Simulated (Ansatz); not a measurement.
`[AlH2][BH]Cl` + H₂O → `O[BH][AlH2]` + HCl at 400 K and 1 bar (formal hydrolysis of a B–Cl bond).

Calculated with Ansatz (gas phase, PBE0-D4/def2-TZVP geometries, no zero-point term in ΔE). CBS: MP2 limit from def2 TZ/QZ plus the TZ coupled-cluster correction, frozen cores. This one scheme is used for every species. One conformer a species, not always the lowest.

| species | CCSD(T)/CBS energy (Eh) | H − E (kJ/mol) | S (J/(mol·K)) |
| --- | --- | --- | --- |
| `[AlH2][BH]Cl` | -728.37691 | 93.1 | 329.9 |
| H₂O | -76.37941 | 69.8 | 198.6 |
| `O[BH][AlH2]` | -344.38728 | 130.2 | 321.1 |
| HCl | -460.38127 | 29.6 | 195.4 |

H − E and S are ideal-gas, rigid-rotor, harmonic terms from PBE0-D4/def2-TZVP, for one conformer and one mirror image of each species. 1 Eh = 2625.50 kJ/mol, R = 8.31446 J/(mol·K).

**Question.** By hand: ΔE, ΔH, ΔS and ΔG.

**Answer.** ΔE = (-344.38728) + (-460.38127) − (-728.37691) − (-76.37941) = -0.01223 Eh = -32.1 kJ/mol. Δ(H − E) = 130.2 + 29.6 − 93.1 − 69.8 = -3.1, so ΔH = -35.2 kJ/mol. ΔS = 321.1 + 195.4 − 329.9 − 198.6 = -12.0 J/(mol·K). ΔG = -35.2 − 400 × (-12.0)/1000 = -30.4 kJ/mol.

**Question.** By hand: the equilibrium constant, and the temperature at which ΔG would vanish if ΔH and ΔS stayed fixed.

**Answer.** log₁₀ K = −ΔG/(RT ln 10) = 4.0. ΔG = 0 at ΔH/ΔS = 2933 K, far beyond where these terms or the molecules hold.

The number of gas molecules stays the same, so ΔS is small and ΔH decides. A doubt of 5 kJ/mol in ΔE shifts log₁₀ K by 0.7 here. Other conformers and mirror images would add mixing entropy, several J/(mol·K) or more a flexible species. These are equilibria of isolated gas molecules and say nothing of rates. Largest T1 diagnostic: 0.014 (customary marks: 0.02 for closed shells, 0.045 for open ones).
